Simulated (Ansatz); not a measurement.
# Si₂− (quartet): B2PLYP, RPA-PBE over vertical spin and charge gaps, aug-cc-pVDZ

Aim: run Si₂− (quartet) with these functionals over vertical spin and charge gaps, and hold them against the top wave-function level at the same points.

Computed with Ansatz 0.2.0, Gaussian basis. Level: aug-cc-pVDZ, all electrons in the functionals, frozen cores in the correlation of double hybrids and RPA.

To be run: B2PLYP, RPA-PBE, at charge -1, quartet; charge -1, doublet; charge -1, sextet; charge 0, triplet; charge 0, quintet.

12 further runs of the same task are left out: 6 that didn't finish, 6 set aside as unsound or not needed.

**1. The geometry**

The geometry is a PBE0/def2-TZVPD stationary point (not a proven minimum).

2 atoms, charge -1, spin multiplicity 4.

Atoms are counted from 1 here; the program's logs count them from 0.

Bond lengths: Si1–Si2 2.398 Å.

No dispersion term is added.

The geometry shown and the zero of energy belong to the point charge -1, quartet. The yardstick, UCCSD(T), and other wave-function levels (R restricted, U unrestricted, valence and pair active spaces) come from earlier runs.

**2. B2PLYP, charge -1, quartet**

The input, in.yaml:

```yaml
crystal:
  periodic: [false, false, false]
  atoms:
    - {symbol: Si, position_ang: [0.000000, 0.000000, 0.000000]}
    - {symbol: Si, position_ang: [0.000000, 0.000000, 2.397800]}
basis:
  gaussian: {orbitals: aug-cc-pVDZ}
total_charge: -1
magnetization: {spin_polarized: true, initial_magnetization: 3}
hamiltonian: {xc: {name: B2PLYP}}
correlation: {electrons: outside_noble_gas}
```

Run with:

```bash
> ansatz run in.yaml --threads 1 --pin off --events-out ev --progress --plain --max-ram 2393MiB
```

Standard output:

```text
Functional definition: B2PLYP
  name "B2PLYP"
  cite "Grimme, J. Chem. Phys. 124, 034108 (2006) doi:10.1063/1.2148954"
  cite "Becke, Phys. Rev. A 38, 3098 (1988) doi:10.1103/PhysRevA.38.3098"
  cite "Lee, Yang & Parr, Phys. Rev. B 37, 785 (1988) doi:10.1103/PhysRevB.37.785"
  parameter a = 0.53
  parameter c = 0.27
  exchange = (1 - a)*b88_x + a*exact_x
  correlation = (1 - c)*lyp_c + c*(mp2_os + mp2_ss)
560 factors; integrals over basis functions are off by at most 7.4e-4 eV
mean field evaluation 1: about -15742.7400 eV, gradient 5.1e0 eV
mean field evaluation 2: about -15742.7398 eV, gradient 5.1e0 eV
mean field evaluation 4: about -15743.1736 eV, gradient 6.0e-1 eV
mean field evaluation 8: about -15743.1838 eV, gradient 1.9e-2 eV
mean field evaluation 16: about -15743.1838 eV, gradient 1.6e-5 eV
mean field evaluation 32: about -15742.7400 eV, gradient 5.1e0 eV
mean field evaluation 64: about -15743.9564 eV, gradient 4.6e-1 eV
mean field -15743.96110369 eV, -578.5798989207 hartree, gradient 9.6e-7 eV, S^2 3.766771; 9 other end points of the search recorded, 0 dependent functions left out
10 core orbitals not correlated: weight in the atoms' cores, before any rotation towards them, 1.000 or more for the frozen orbitals, at most 0.000 for the correlated occupied ones
reference -15743.96120834 eV, -578.5799027662 hartree; 6, 3 occupied and 38, 41 virtual orbitals, 560 factors
second order -4.97669842 eV of doubles, -0.00000000 eV of singles
Total energy: -15745.30491691 eV, -578.6292831454 hartree
```

It took 8 s on 1 thread of Arm Neoverse V2, shared host.

From the report: ⟨S²⟩ of the determinant 3.767 (pure quartet: 3.75).

**3. B2PLYP, charge -1, doublet**

Changes to in.yaml since step 2:

```diff
@@ -8,3 +8,3 @@
 total_charge: -1
-magnetization: {spin_polarized: true, initial_magnetization: 3}
+magnetization: {spin_polarized: true, initial_magnetization: 1}
 hamiltonian: {xc: {name: B2PLYP}}
```

The command is unchanged.

Standard output (excerpt; [...] marks lines left out):

```text
Functional definition: B2PLYP
  name "B2PLYP"
  cite "Grimme, J. Chem. Phys. 124, 034108 (2006) doi:10.1063/1.2148954"
  cite "Becke, Phys. Rev. A 38, 3098 (1988) doi:10.1103/PhysRevA.38.3098"
  cite "Lee, Yang & Parr, Phys. Rev. B 37, 785 (1988) doi:10.1103/PhysRevB.37.785"
[...]
560 factors; integrals over basis functions are off by at most 7.4e-4 eV
[...]
mean field -15744.83127177 eV, -578.6118770075 hartree, gradient 1.9e-6 eV, S^2 0.975289; 10 other end points of the search recorded, 0 dependent functions left out
10 core orbitals not correlated: weight in the atoms' cores, before any rotation towards them, 1.000 or more for the frozen orbitals, at most 0.000 for the correlated occupied ones
reference -15744.83137451 eV, -578.6118807833 hartree; 5, 4 occupied and 39, 40 virtual orbitals, 560 factors
second order -6.18222075 eV of doubles, -0.00000000 eV of singles
Total energy: -15746.50057411 eV, -578.6732227373 hartree
```

Run time: 11 s. Hardware: 1 thread of Arm Neoverse V2, shared host.

From the report: ⟨S²⟩ of the determinant 0.975 (pure doublet: 0.75).

From charge -1, quartet: -27.6 kcal/mol.

**4. B2PLYP, charge -1, sextet**

Changes to in.yaml since step 3:

```diff
@@ -8,3 +8,3 @@
 total_charge: -1
-magnetization: {spin_polarized: true, initial_magnetization: 1}
+magnetization: {spin_polarized: true, initial_magnetization: 5}
 hamiltonian: {xc: {name: B2PLYP}}
```

Launched as before.

Standard output (excerpt; [...] marks lines left out):

```text
Functional definition: B2PLYP
  name "B2PLYP"
  cite "Grimme, J. Chem. Phys. 124, 034108 (2006) doi:10.1063/1.2148954"
  cite "Becke, Phys. Rev. A 38, 3098 (1988) doi:10.1103/PhysRevA.38.3098"
  cite "Lee, Yang & Parr, Phys. Rev. B 37, 785 (1988) doi:10.1103/PhysRevB.37.785"
[...]
560 factors; integrals over basis functions are off by at most 7.4e-4 eV
[...]
mean field -15743.02913872 eV, -578.5456498394 hartree, gradient 3.0e-6 eV, S^2 8.752136; 0 other end points of the search recorded, 0 dependent functions left out
10 core orbitals not correlated: weight in the atoms' cores, before any rotation towards them, 1.000 or more for the frozen orbitals, at most 0.000 for the correlated occupied ones
reference -15743.02924534 eV, -578.5456537578 hartree; 7, 2 occupied and 37, 42 virtual orbitals, 560 factors
second order -4.52303709 eV of doubles, -0.00000000 eV of singles
Total energy: -15744.25046535 eV, -578.5905327655 hartree
```

Wall time 1.8 s (1 thread of Arm Neoverse V2, shared host).

From the report: ⟨S²⟩ of the determinant 8.752 (pure sextet: 8.75).

From charge -1, quartet: +24.3 kcal/mol.

**5. B2PLYP, charge 0, triplet**

Changes to in.yaml since step 4:

```diff
@@ -7,4 +7,3 @@
   gaussian: {orbitals: aug-cc-pVDZ}
-total_charge: -1
-magnetization: {spin_polarized: true, initial_magnetization: 5}
+magnetization: {spin_polarized: true, initial_magnetization: 2}
 hamiltonian: {xc: {name: B2PLYP}}
```

The command is unchanged.

Standard output (excerpt; [...] marks lines left out):

```text
Functional definition: B2PLYP
  name "B2PLYP"
  cite "Grimme, J. Chem. Phys. 124, 034108 (2006) doi:10.1063/1.2148954"
  cite "Becke, Phys. Rev. A 38, 3098 (1988) doi:10.1103/PhysRevA.38.3098"
  cite "Lee, Yang & Parr, Phys. Rev. B 37, 785 (1988) doi:10.1103/PhysRevB.37.785"
[...]
560 factors; integrals over basis functions are off by at most 7.4e-4 eV
[...]
mean field -15743.38163134 eV, -578.5586037043 hartree, gradient 1.0e-6 eV, S^2 2.007252; 6 other end points of the search recorded, 0 dependent functions left out
10 core orbitals not correlated: weight in the atoms' cores, before any rotation towards them, 1.000 or more for the frozen orbitals, at most 0.000 for the correlated occupied ones
reference -15743.38176259 eV, -578.5586085276 hartree; 5, 3 occupied and 39, 41 virtual orbitals, 560 factors
second order -4.96009861 eV of doubles, -0.00000000 eV of singles
Total energy: -15744.72098921 eV, -578.6078241984 hartree
```

Wall time 5 s (1 thread of Arm Neoverse V2, shared host).

From the report: ⟨S²⟩ of the determinant 2.007 (pure triplet: 2.00).

From charge -1, quartet: +13.5 kcal/mol.

**6. B2PLYP, charge 0, quintet**

Changes to in.yaml since step 5:

```diff
@@ -7,3 +7,3 @@
   gaussian: {orbitals: aug-cc-pVDZ}
-magnetization: {spin_polarized: true, initial_magnetization: 2}
+magnetization: {spin_polarized: true, initial_magnetization: 4}
 hamiltonian: {xc: {name: B2PLYP}}
```

Same command.

Standard output (excerpt; [...] marks lines left out):

```text
Functional definition: B2PLYP
  name "B2PLYP"
  cite "Grimme, J. Chem. Phys. 124, 034108 (2006) doi:10.1063/1.2148954"
  cite "Becke, Phys. Rev. A 38, 3098 (1988) doi:10.1103/PhysRevA.38.3098"
  cite "Lee, Yang & Parr, Phys. Rev. B 37, 785 (1988) doi:10.1103/PhysRevB.37.785"
[...]
560 factors; integrals over basis functions are off by at most 7.4e-4 eV
[...]
mean field -15742.20269891 eV, -578.5152787366 hartree, gradient 1.0e-6 eV, S^2 6.004408; 0 other end points of the search recorded, 0 dependent functions left out
10 core orbitals not correlated: weight in the atoms' cores, before any rotation towards them, 1.000 or more for the frozen orbitals, at most 0.000 for the correlated occupied ones
reference -15742.20283763 eV, -578.5152838346 hartree; 6, 2 occupied and 38, 42 virtual orbitals, 560 factors
second order -4.30102291 eV of doubles, -0.00000000 eV of singles
Total energy: -15743.36411382 eV, -578.5579599473 hartree
```

Run time: 1.8 s. Hardware: 1 thread of Arm Neoverse V2, shared host.

From the report: ⟨S²⟩ of the determinant 6.004 (pure quintet: 6.00).

From charge -1, quartet: +44.8 kcal/mol.

**7. RPA-PBE, charge -1, quartet**

The input, in.yaml:

```yaml
crystal:
  periodic: [false, false, false]
  atoms:
    - {symbol: Si, position_ang: [0.000000, 0.000000, 0.000000]}
    - {symbol: Si, position_ang: [0.000000, 0.000000, 2.397800]}
basis:
  gaussian: {orbitals: aug-cc-pVDZ}
total_charge: -1
magnetization: {spin_polarized: true, initial_magnetization: 3}
hamiltonian: {xc: {name: PBE}}
correlation: {method: rpa, electrons: outside_noble_gas}
```

Same command.

Standard output (excerpt; [...] marks lines left out):

```text
Functional definition: PBE
  name "PBE"
  cite "Perdew, Burke & Ernzerhof, Phys. Rev. Lett. 77, 3865 (1996) doi:10.1103/PhysRevLett.77.3865"
  parent pbe
[...]
560 factors; integrals over basis functions are off by at most 7.4e-4 eV
[...]
mean field -15744.28853941 eV, -578.5919319612 hartree, gradient 2.6e-6 eV, S^2 3.759995; 15 other end points of the search recorded, 0 dependent functions left out
10 core orbitals not correlated: weight in the atoms' cores, before any rotation towards them, 1.000 or more for the frozen orbitals, at most 0.000 for the correlated occupied ones
reference -15721.71724263 eV, -577.7624521040 hartree; 6, 3 occupied and 38, 41 virtual orbitals, 560 factors
Total energy: -15729.53924750 eV, -578.0499054808 hartree
```

Run time: 15 s. Hardware: 1 thread of Arm Neoverse V2, shared host.

From the report: ⟨S²⟩ of the determinant 3.760 (pure quartet: 3.75).

**8. RPA-PBE, charge -1, doublet**

Changes to in.yaml since step 7:

```diff
@@ -8,3 +8,3 @@
 total_charge: -1
-magnetization: {spin_polarized: true, initial_magnetization: 3}
+magnetization: {spin_polarized: true, initial_magnetization: 1}
 hamiltonian: {xc: {name: PBE}}
```

Same command.

Standard output (excerpt; [...] marks lines left out):

```text
Functional definition: PBE
  name "PBE"
  cite "Perdew, Burke & Ernzerhof, Phys. Rev. Lett. 77, 3865 (1996) doi:10.1103/PhysRevLett.77.3865"
  parent pbe
[...]
560 factors; integrals over basis functions are off by at most 7.4e-4 eV
[...]
mean field -15745.50014554 eV, -578.6364576652 hartree, gradient 1.5e-6 eV, S^2 0.753307; 12 other end points of the search recorded, 0 dependent functions left out
10 core orbitals not correlated: weight in the atoms' cores, before any rotation towards them, 1.000 or more for the frozen orbitals, at most 0.000 for the correlated occupied ones
reference -15721.90440037 eV, -577.7693300241 hartree; 5, 4 occupied and 39, 40 virtual orbitals, 560 factors
Total energy: -15730.82727924 eV, -578.0972397745 hartree
```

Wall time 7 s (1 thread of Arm Neoverse V2, shared host).

From the report: ⟨S²⟩ of the determinant 0.753 (pure doublet: 0.75).

From charge -1, quartet: -29.7 kcal/mol.

**9. RPA-PBE, charge -1, sextet**

Changes to in.yaml since step 8:

```diff
@@ -8,3 +8,3 @@
 total_charge: -1
-magnetization: {spin_polarized: true, initial_magnetization: 1}
+magnetization: {spin_polarized: true, initial_magnetization: 5}
 hamiltonian: {xc: {name: PBE}}
```

The command is unchanged.

Standard output (excerpt; [...] marks lines left out):

```text
Functional definition: PBE
  name "PBE"
  cite "Perdew, Burke & Ernzerhof, Phys. Rev. Lett. 77, 3865 (1996) doi:10.1103/PhysRevLett.77.3865"
  parent pbe
[...]
560 factors; integrals over basis functions are off by at most 7.4e-4 eV
[...]
mean field -15743.24681859 eV, -578.5536494271 hartree, gradient 2.0e-6 eV, S^2 8.751462; 5 other end points of the search recorded, 0 dependent functions left out
10 core orbitals not correlated: weight in the atoms' cores, before any rotation towards them, 1.000 or more for the frozen orbitals, at most 0.000 for the correlated occupied ones
reference -15721.40031299 eV, -577.7508051546 hartree; 7, 2 occupied and 37, 42 virtual orbitals, 560 factors
Total energy: -15728.44332502 eV, -578.0096310726 hartree
```

Run time: 5.5 s. Hardware: 1 thread of Arm Neoverse V2, shared host.

From the report: ⟨S²⟩ of the determinant 8.751 (pure sextet: 8.75).

From charge -1, quartet: +25.3 kcal/mol.

**10. RPA-PBE, charge 0, triplet**

Changes to in.yaml since step 9:

```diff
@@ -7,4 +7,3 @@
   gaussian: {orbitals: aug-cc-pVDZ}
-total_charge: -1
-magnetization: {spin_polarized: true, initial_magnetization: 5}
+magnetization: {spin_polarized: true, initial_magnetization: 2}
 hamiltonian: {xc: {name: PBE}}
```

The command is unchanged.

Standard output (excerpt; [...] marks lines left out):

```text
Functional definition: PBE
  name "PBE"
  cite "Perdew, Burke & Ernzerhof, Phys. Rev. Lett. 77, 3865 (1996) doi:10.1103/PhysRevLett.77.3865"
  parent pbe
[...]
560 factors; integrals over basis functions are off by at most 7.4e-4 eV
[...]
mean field -15743.57657443 eV, -578.5657677308 hartree, gradient 7.7e-7 eV, S^2 2.005911; 9 other end points of the search recorded, 0 dependent functions left out
10 core orbitals not correlated: weight in the atoms' cores, before any rotation towards them, 1.000 or more for the frozen orbitals, at most 0.000 for the correlated occupied ones
reference -15721.16476989 eV, -577.7421491053 hartree; 5, 3 occupied and 39, 41 virtual orbitals, 560 factors
Total energy: -15728.84036617 eV, -578.0242220657 hartree
```

It took 5.5 s on 1 thread of Arm Neoverse V2, shared host.

From the report: ⟨S²⟩ of the determinant 2.006 (pure triplet: 2.00).

From charge -1, quartet: +16.1 kcal/mol.

**11. RPA-PBE, charge 0, quintet**

Changes to in.yaml since step 10:

```diff
@@ -7,3 +7,3 @@
   gaussian: {orbitals: aug-cc-pVDZ}
-magnetization: {spin_polarized: true, initial_magnetization: 2}
+magnetization: {spin_polarized: true, initial_magnetization: 4}
 hamiltonian: {xc: {name: PBE}}
```

Launched as before.

Standard output (excerpt; [...] marks lines left out):

```text
Functional definition: PBE
  name "PBE"
  cite "Perdew, Burke & Ernzerhof, Phys. Rev. Lett. 77, 3865 (1996) doi:10.1103/PhysRevLett.77.3865"
  parent pbe
[...]
560 factors; integrals over basis functions are off by at most 7.4e-4 eV
[...]
mean field -15742.24457899 eV, -578.5168178013 hartree, gradient 5.1e-6 eV, S^2 6.001463; 2 other end points of the search recorded, 0 dependent functions left out
10 core orbitals not correlated: weight in the atoms' cores, before any rotation towards them, 1.000 or more for the frozen orbitals, at most 0.000 for the correlated occupied ones
reference -15720.55293681 eV, -577.7196646544 hartree; 6, 2 occupied and 38, 42 virtual orbitals, 560 factors
Total energy: -15727.46725042 eV, -577.9737609929 hartree
```

It took 2.2 s on 1 thread of Arm Neoverse V2, shared host.

From the report: ⟨S²⟩ of the determinant 6.001 (pure quintet: 6.00).

From charge -1, quartet: +47.8 kcal/mol.

**12. The comparison**

No level is safe as a reference over these points; UCCSD(T) serves as a yardstick only. It comes from earlier runs at the same points. Energies in kcal/mol, counted from charge -1, quartet; blanks weren't run or aren't comparable.

```
   level  quartet to doublet  quartet to sextet  removing an electron (triplet)  removing an electron (quintet)
UCCSD(T)               -27.9               18.7                            13.7                            41.3
  B2PLYP               -27.6               24.3                            13.5                            44.8
 RPA-PBE               -29.7               25.3                            16.1                            47.8
```

Largest miss and mean time a point (UCCSD(T) took 17 s a point; shared hosts):

```
  level  largest miss (kcal/mol)              where  time a point
 B2PLYP                     +5.6  quartet to sextet         5.4 s
RPA-PBE                     +6.6  quartet to sextet           7 s
```

**13. What came out**

```
                                quantity                              value
            quartet to doublet, UCCSD(T)                     -27.9 kcal/mol
             quartet to sextet, UCCSD(T)                      18.7 kcal/mol
removing an electron (triplet), UCCSD(T)                      13.7 kcal/mol
removing an electron (quintet), UCCSD(T)                      41.3 kcal/mol
                    largest miss, B2PLYP  +5.6 kcal/mol (quartet to sextet)
                   largest miss, RPA-PBE  +6.6 kcal/mol (quartet to sextet)
```

**Reading.** Of the functionals, B2PLYP keep the smallest largest miss at the points compared (at most 5.6 kcal/mol) and RPA-PBE strays most (6.6 kcal/mol, at quartet to sextet). Functionals and the yardstick converge differently with the basis, so part of each miss in aug-cc-pVDZ is the basis. The yardstick itself may be off where one determinant is a poor start.
